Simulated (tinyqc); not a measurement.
Inside a calculation (part 2 of 2). Method: UHF in the sto-3g basis, for LiH, spin multiplicity 3. This run ends on a higher stationary point, not on the lowest solution. Computed by tinyqc, a small Python program that keeps every step (integrals from PySCF). Command: `OMP_NUM_THREADS=1 python tinyqc.py 26728 26729 out.jsonl` (the two numbers bound the seeds that draw the settings). One thread of a shared host (Intel(R) Xeon(R) Processor @ 2.60GHz), about 0.09 s of CPU time with the checks.

Geometry (angstrom):

| atom | x | y | z |
|---|---|---|---|
| Li | 0.000000 | 0.000000 | 0.000000 |
| H | 0.000000 | 0.000000 | 1.712000 |

## Iteration 7 (converged): orbitals

converged F(alpha) (hartree):
```
            1Li 1s     1Li 2s    1Li 2px    1Li 2py    1Li 2pz      2H 1s
1Li 1s   -2.337175  -0.651654   0.000000   0.000000   0.000194  -0.147801
1Li 2s   -0.651654  -0.233126   0.000000   0.000000  -0.136558  -0.310354
1Li 2px   0.000000   0.000000  -0.012407  -0.123638   0.000000   0.000000
1Li 2py   0.000000   0.000000  -0.123638   0.075204   0.000000   0.000000
1Li 2pz   0.000194  -0.136558   0.000000   0.000000  -0.018220  -0.354283
2H 1s    -0.147801  -0.310354   0.000000   0.000000  -0.354283  -0.521952
```

converged F(beta) (hartree):
```
            1Li 1s     1Li 2s   1Li 2px   1Li 2py    1Li 2pz      2H 1s
1Li 1s   -2.324904  -0.636154  0.000000  0.000000  -0.000739  -0.144763
1Li 2s   -0.636154  -0.079912  0.000000  0.000000  -0.019051  -0.077227
1Li 2px   0.000000   0.000000  0.212005  0.015901   0.000000   0.000000
1Li 2py   0.000000   0.000000  0.015901  0.200738   0.000000   0.000000
1Li 2pz  -0.000739  -0.019051  0.000000  0.000000   0.159398  -0.037635
2H 1s    -0.144763  -0.077227  0.000000  0.000000  -0.037635   0.172757
```

X:
```
            1Li 1s     1Li 2s   1Li 2px   1Li 2py    1Li 2pz      2H 1s
1Li 1s    1.023235  -0.130063  0.000000  0.000000  -0.006403   0.012308
1Li 2s   -0.130063   1.096009  0.000000  0.000000   0.096193  -0.249050
1Li 2px   0.000000   0.000000  1.000000  0.000000   0.000000   0.000000
1Li 2py   0.000000   0.000000  0.000000  1.000000   0.000000   0.000000
1Li 2pz  -0.006403   0.096193  0.000000  0.000000   1.126361  -0.328112
2H 1s     0.012308  -0.249050  0.000000  0.000000  -0.328112   1.197769
```

Diagonalise F' = X^T F X, C = X C', fill 3 alpha and 1 beta electrons from the bottom; D(s) = C_occ C_occ^T. Each column has its largest component positive (the first on a tie).

F' = X^T F X (alpha) (hartree):
```
           1          2          3          4          5          6
1  -2.280523  -0.370589   0.000000   0.000000   0.006463  -0.011441
2  -0.370589  -0.018303   0.000000   0.000000  -0.005233  -0.226823
3   0.000000   0.000000  -0.012407  -0.123638   0.000000   0.000000
4   0.000000   0.000000  -0.123638   0.075204   0.000000   0.000000
5   0.006463  -0.005233   0.000000   0.000000   0.170484  -0.317060
6  -0.011441  -0.226823   0.000000   0.000000  -0.317060  -0.324650
```

orbital energies (alpha) (hartree): MO1 -2.340796, MO2 -0.549018, MO3 -0.099770, MO4 0.079750, MO5 0.162568, MO6 0.357073

coefficients C (alpha):
```
              MO1        MO2       MO3        MO4        MO5        MO6
1Li 1s   0.989302  -0.108430  0.000000  -0.254156   0.000000  -0.095130
1Li 2s   0.040945   0.183857  0.000000   0.971469   0.000000   0.556955
1Li 2px  0.000000   0.000000  0.816688   0.000000  -0.577079   0.000000
1Li 2py  0.000000   0.000000  0.577079   0.000000   0.816688   0.000000
1Li 2pz  0.002160   0.179924  0.000000  -0.362787   0.000000   1.105282
2H 1s    0.000482   0.826745  0.000000  -0.247010   0.000000  -0.927342
```

F' = X^T F X (beta) (hartree):
```
           1          2         3         4          5          6
1  -2.269609  -0.370246  0.000000  0.000000  -0.002185  -0.031184
2  -0.370246   0.088822  0.000000  0.000000   0.044822  -0.143531
3   0.000000   0.000000  0.212005  0.015901   0.000000   0.000000
4   0.000000   0.000000  0.015901  0.200738   0.000000   0.000000
5  -0.002185   0.044822  0.000000  0.000000   0.248740  -0.188878
6  -0.031184  -0.143531  0.000000  0.000000  -0.188878   0.331877
```

orbital energies (beta) (hartree): MO1 -2.327410, MO2 0.049451, MO3 0.145587, MO4 0.189503, MO5 0.223241, MO6 0.532202

coefficients C (beta):
```
               MO1        MO2        MO3        MO4       MO5        MO6
1Li 1s    0.991449  -0.197615  -0.182965   0.000000  0.000000   0.092842
1Li 2s    0.033762   0.627523   0.721470   0.000000  0.000000  -0.611545
1Li 2px   0.000000   0.000000   0.000000  -0.577079  0.816688   0.000000
1Li 2py   0.000000   0.000000   0.000000   0.816688  0.577079   0.000000
1Li 2pz   0.001445   0.345244  -0.661399   0.000000  0.000000  -0.910492
2H 1s    -0.002009   0.422594  -0.208643   0.000000  0.000000   1.175739
```

D(alpha) after iteration 7:
```
            1Li 1s    1Li 2s   1Li 2px   1Li 2py    1Li 2pz      2H 1s
1Li 1s    0.990475  0.020572  0.000000  0.000000  -0.017372  -0.089167
1Li 2s    0.020572  0.035480  0.000000  0.000000   0.033169   0.152023
1Li 2px   0.000000  0.000000  0.666980  0.471294   0.000000   0.000000
1Li 2py   0.000000  0.000000  0.471294  0.333020   0.000000   0.000000
1Li 2pz  -0.017372  0.033169  0.000000  0.000000   0.032377   0.148753
2H 1s    -0.089167  0.152023  0.000000  0.000000   0.148753   0.683508
```

D(beta) after iteration 7:
```
            1Li 1s     1Li 2s   1Li 2px   1Li 2py    1Li 2pz      2H 1s
1Li 1s    0.982972   0.033473  0.000000  0.000000   0.001432  -0.001992
1Li 2s    0.033473   0.001140  0.000000  0.000000   0.000049  -0.000068
1Li 2px   0.000000   0.000000  0.000000  0.000000   0.000000   0.000000
1Li 2py   0.000000   0.000000  0.000000  0.000000   0.000000   0.000000
1Li 2pz   0.001432   0.000049  0.000000  0.000000   0.000002  -0.000003
2H 1s    -0.001992  -0.000068  0.000000  0.000000  -0.000003   0.000004
```

## Convergence

Stop when the energy changes by less than 1e-10 hartree and every element of the error matrix X^T (F D S - S D F) X (for each spin) is below 3e-06.

Course of the cycle:

| iteration | E (hartree) | change | largest element of the error matrix |
|---|---|---|---|
| 1 | -7.68650323 | - | 1.16e-01 |
| 2 | -7.71526711 | -2.88e-02 | 2.82e-02 |
| 3 | -7.71771175 | -2.44e-03 | 9.94e-03 |
| 4 | -7.71809117 | -3.79e-04 | 1.54e-03 |
| 5 | -7.71809840 | -7.23e-06 | 6.84e-05 |
| 6 | -7.71809842 | -2.41e-08 | 2.39e-06 |
| 7 | -7.71809842 | -1.89e-11 | 3.27e-07 |

PySCF UHF in the same basis, after a stability check = -7.77086375 hartree

Converged in 7 iterations. But the solution lies 0.05277 hartree above the reference: it is another stationary point, not the lowest one. Reruns (cap 100 unless said): DIIS 8: converged in 7 to a higher stationary point; damping 0.5: converged in 32 to a higher stationary point; level shift 0.5: converged in 24 to a higher stationary point; atomic densities as start, DIIS 8: converged in 8.

## Populations, bond orders and dipole

overlap S:
```
           1Li 1s    1Li 2s   1Li 2px   1Li 2py   1Li 2pz     2H 1s
1Li 1s   1.000000  0.241137  0.000000  0.000000  0.000000  0.052303
1Li 2s   0.241137  1.000000  0.000000  0.000000  0.000000  0.367419
1Li 2px  0.000000  0.000000  1.000000  0.000000  0.000000  0.000000
1Li 2py  0.000000  0.000000  0.000000  1.000000  0.000000  0.000000
1Li 2pz  0.000000  0.000000  0.000000  0.000000  1.000000  0.490257
2H 1s    0.052303  0.367419  0.000000  0.000000  0.490257  1.000000
```

Mulliken: Z minus the diagonal of D S on the atom; Loewdin: the same with S^(1/2) D S^(1/2); Mayer order: 2 sum_s sum (D(s) S)_ij (D(s) S)_ji over the two atoms.

Charges (e):

| atom | Mulliken | Loewdin | Mulliken spin |
|---|---|---|---|
| 1Li | -0.192499 | -0.254601 | 1.192246 |
| 2H | 0.192499 | 0.254601 | 0.807754 |

Mayer bond orders:

| pair | order |
|---|---|
| 2-1 | 0.310478 |

dipole moment about the origin, x y z (debye): 0.000000  0.000000  0.520577

<S^2> of the determinant (pure state: 2) = 2.000031
